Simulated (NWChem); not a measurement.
Molecule: NH, singlet; SMILES [NH]

```xyz
2

N      0.0000     0.0000    -0.1319
H      0.0000     0.0000     0.8996
```
Atoms are numbered in this order, from 1.

Program: NWChem. Pople sets run with spherical d functions. Low-valent species are run as closed-shell singlets; no triplet was tried in these runs. The geometry was optimised at PBE0/def2-SVP. Level: M05-2X/6-31G* with COSMO at NWChem's default radii, gas-phase geometry; the question gives the dielectric constant.

**Question.** What does the run give for dielectric constant 3.9? Quantities: electrostatic solvation energy (kcal/mol); dipole in solution (D).

**Answer.** The electrostatic solvation energy (kcal/mol) is -4.2 and the dipole in solution (D) is 1.95.
